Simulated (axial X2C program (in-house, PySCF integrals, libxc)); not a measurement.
## Curves of SiP by EOM-IP-CCSD

Calculated with an axial X2C code built on PySCF integrals: two-component X2C with atomic mean-field Coulomb and Gaunt terms, Gaussian nuclei, basis P dyall-av3z, Si dyall-av3z with contracted cores.

Energies in eV from the lowest point of the lowest state; states are followed by energy order within each Ω. Reference: SiP⁻, 10 electrons correlated in 94 virtual spinors with an MP2 remainder; levels at this size can be off by some tenths of an eV. Masses 30.974 and 27.977 u.

```
R (Å)  (1)Ω=3/2  (1)Ω=1/2  (2)Ω=1/2
1.849    0.7853    0.4093    0.8117
1.930    0.2834    0.1420    0.3094
2.010    0.0437    0.0678    0.1016
2.100    0.0000    0.0245    0.2410
2.191    0.1239    0.1479    0.5139
2.312    0.4582    0.4801    0.9995
```

Fit the curves (1)Ω=3/2 near their minima.

At EOM-IP-CCSD from SiP⁻ (the fit fixes ωe to about one per cent; ωe of higher roots by this method can be off by ten per cent):

```json
{"state": "(1)Ω=3/2", "Te (cm⁻¹)": "0", "Re (Å)": "2.074", "ωe (cm⁻¹)": "646.9"}
```

For SiP⁻ at CCSD, and between the minima:

Re = 2.019 Å, ωe = 690.0 cm⁻¹; removing the electron costs 3.037 eV without zero-point terms.

T1 of the reference reaches 0.032 (Lee–Taylor). Curves followed by order can swap character. Number of frozen shells: P 2 s, 1 p; Si 2 s, 1 p. Roots with under 60 % one-particle weight at any point are counted in the labels but not shown, and the list ends where the roots sought for some Ω run out; states that need a further excitation are missing and may lie low or lowest. Curves with a minimum but no constants failed the fit check.
